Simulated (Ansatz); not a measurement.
## CH2S2, SMILES C1SS1: the energy of protonation at one site, step by step

Computed with Ansatz's Python interface.

Notebook, run cell by cell (the value of a cell's last expression is shown):

In [1]:
```python
import ansatz as az
from ase import Atoms
import numpy as np
```

In [2]:
```python
atoms = Atoms(['C', 'S', 'S', 'H', 'H'], positions=[
    [-0.0151, 0.1562, -0.2123],
    [0.241, 0.0337, 1.4487],
    [0.0917, -1.4728, 0.0464],
    [-0.9857, 0.5404, -0.4987],
    [0.7181, 0.6687, -0.8255],
])
system = az.Crystal.molecule_from_ase(atoms)

calc = (
    system.calculation()
    .basis(gaussian='cc-pVDZ')
    .functional('b3lyp')
)
symbols = [site.symbol for site in system.cartesian_sites]
start = np.array([site.position_ang for site in system.cartesian_sites], dtype=float)
summary = calc.relax(force_tolerance=0.01).run(threads=1, pin='off').report
end = np.array(summary['positions_ang'])
```

In [3]:
```python
# start the new hydrogen opposite the existing bonds
away = sum((end[2] - end[j]) / np.linalg.norm(end[2] - end[j]) for j in [0, 1]) + np.array([0.15, 0.1, -0.2])
proton = end[2] + 1.4 * away / np.linalg.norm(away)
acid = az.Crystal.molecule()
for symbol, place in zip(symbols, end):
    acid = acid.atom(symbol, place.tolist())
acid = acid.atom('H', proton.tolist())
protonated = (
    acid.calculation()
    .basis(gaussian='cc-pVDZ')
    .functional('b3lyp')
    .charge(1)
    .relax(force_tolerance=0.01, max_steps=80)
)
after = protonated.run(threads=1, pin='off').report
xyz = np.array(after['positions_ang'])
reach = np.linalg.norm(xyz[:-1] - xyz[-1], axis=1)
print(f'base {summary["free_energy_ev"]:.5f} eV, protonated {after["free_energy_ev"]:.5f} eV')
print(f'the proton ends {reach.min():.3f} A from {symbols[reach.argmin()]}{reach.argmin()}')
print(f'electronic proton affinity {(summary["free_energy_ev"] - after["free_energy_ev"]):.3f} eV')
```
```text
base -22740.53988 eV, protonated -22748.63193 eV
the proton ends 1.374 A from S2
electronic proton affinity 8.092 eV
```

Notes:
- Total energies depend on the basis set; only differences at equal settings carry meaning.
- The proton is put on one chosen atom, which needn't be the most basic site, so the molecule's proton affinity can be higher; the ends are stationary points, not checked by frequencies, and zero-point and thermal terms count only where printed.
- b3lyp holds the VWN-RPA fit, as in Gaussian; the form of ORCA and Turbomole is b3lyp5.
- Hardware and time: 36 s on 1 thread of Arm Neoverse V1 (shared host), peak memory 0.2 GiB.

(Lines on the test bed's own set-up are left out of the output.)
